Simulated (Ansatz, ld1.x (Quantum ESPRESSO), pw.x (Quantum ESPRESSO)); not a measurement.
Ir: does the TM potential hold in the solid?

ld1.x (Quantum ESPRESSO) 7.5 input, shortened:

```
&input
   title='Ir', zed=77., rel=1, dft='PBESOL', iswitch=3,
   config='[Xe] 4f14 5d7 6s2 6p0'
 /
 &inputp
   pseudotype=2, tm=.true., lloc=1,
   nlcc=.true., rcore=1.40
 /
3
6S  1  0   2.00   0.00  2.55  2.55  0.0
5D  3  2   7.00   0.00  1.72  1.72  0.0
6P  2  1   0.00   0.00  3.65  3.65  0.0
 &test
   configts(1)='5d7 6s2 6p0'
 /
```

Atomic tests: cutoffs needed: 40 Ry and 50 Ry (the cutoffs (Ry, on a coarse ladder) from which the occupation-weighted sum of valence levels, in a spherical-Bessel basis at the reference potential, stays within 10 and 1 mRy of its value at 400 Ry); ghost test: no extra level below or beside the all-electron valence levels (s, d, p, f tested) (spherical-Bessel basis up to 400 Ry, 20 bohr box); configuration tests: 1 of 7 tests not solved or not reliable.

Crystal test: bcc Ir in pw.x 7.5, no spin, 15³ k-points, Fermi–Dirac smearing 0.01 Ry, cutoffs 60/240 Ry. The reference is all-electron LAPW (Ansatz 0.2.0) with the same functional, mesh and smearing; V0 and B0 come from Birch–Murnaghan fits to the pressures at five volumes. Errors are pseudo minus all-electron; Δ is the rms difference of the E(V) curves that follow from these fits, minima aligned, over ±6 % about the mean V0. Mesh and smearing are coarse, so the numbers serve the comparison and aren't converged zero-temperature values; the lattice is a test structure that the element need not adopt.

All-electron: a0 = 3.079 Å (V0 = 14.59 Å³/atom), B0 = 339.1 GPa.

Task: How far does the potential miss the all-electron equation of state?

Result: mean pressure error (GPa): +30.37. The pressure does not cross zero within the volumes sampled, so no fit is given. The largest radius (3.65 bohr) exceeds half the bond length (2.52 bohr), so the spheres overlap, which is one possible source of error among others. This is a poor potential for the solid. Atomic configuration tests: 1 of 7 tests not solved or not reliable.

```csv
V (Å³/atom),P all-electron (GPa),P pseudo (GPa)
13.847,20.24,58.28
14.212,9.56,43.23
14.576,0.36,30.24
14.940,-7.55,19.03
15.305,-14.36,9.34
```

Task: At the middle volume, how do free energy and pressure move when the wave cutoff is lowered (ecutrho kept at four times it)?

Result:

```json
{"cutoff (Ry)": "27", "shift of F (meV/atom)": "+2412.1", "shift of P (GPa)": "-119.42"}
{"cutoff (Ry)": "36", "shift of F (meV/atom)": "+166.0", "shift of P (GPa)": "-14.42"}
{"cutoff (Ry)": "48", "shift of F (meV/atom)": "+4.1", "shift of P (GPa)": "+0.32"}
```

The run at the middle volume (120 k-points, 6 iterations) took about 6.7 s on one core of a shared host (Neoverse-V2, 192 threads, 742 GiB, load 72).
